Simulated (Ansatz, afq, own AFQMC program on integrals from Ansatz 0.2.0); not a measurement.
**SiH₄⁻, doublet → SiH4, singlet**

```xyz
5

Si    0.0000    0.0000    0.0000
H     0.8647    0.8681    0.8695
H    -0.8700   -0.8669    0.8654
H    -0.8649    0.8667   -0.8707
H     0.8702   -0.8679   -0.8642
```

E(singlet, charge +0) − E(doublet, charge -1) at this geometry, on UHF and RHF determinants.

Basis 6-31++G**. Noble-gas cores (and the filled d shells of Ga–Kr and In–Xe) are frozen. AFQMC by an in-house program on the Cholesky factors that Ansatz 0.2.0 writes for its CCSD(T) run. The CISD trial takes its coefficients from CCSD amplitudes. Released means that phaseless walkers are propagated on without the constraint, phases kept. ± is one standard error of the sampling. The errors of all members are added in quadrature.

No full CI on the walks' own integrals is used here; CCSDT(Q) serves as the reference and is uncertain by about the last step of the cluster series. Each member takes its own surest rung, up to full CI.

Errors are counted within 6-31++G**, not against nature.

Cautions: SiH₄⁻ (doublet): at this level and basis the anion state lies above a neutral one; SiH₄ (singlet): the ph-AFQMC/CISD walk drifts between its halves (2.6 errors).

```tsv
level	vertical detachment energy (kJ/mol)
HF	-137.1
MP2	-118.8
```

(1) From these cheaper values, estimate the vertical detachment energy at the reference level in 6-31++G**.

(1) -113.8 kJ/mol (CCSDT(Q) in 6-31++G**).

```
         level  vertical detachment energy (kJ/mol)  error against CCSDT(Q) (kJ/mol)
          CCSD                               -116.4                             -2.5
       CCSD(T)                               -114.3                             -0.5
         CCSDT                               -113.9                              0.0
 ph-AFQMC/CISD                         -114.1 ± 0.2                       -0.3 ± 0.2
released AFQMC                         -113.8 ± 0.1                        0.0 ± 0.1
```

Correlation beyond CCSD(T) adds 0.5 kJ/mol. The perturbative (T) step is worth +2.1 kJ/mol.

A walk keeps the symmetry of its determinant, which the program's search chose and which needn't be the lowest solution, so a lower state of the same spin and another symmetry isn't excluded. Released energies are given only where the last usable release times agree within the noise; a slower fall can still hide under it.
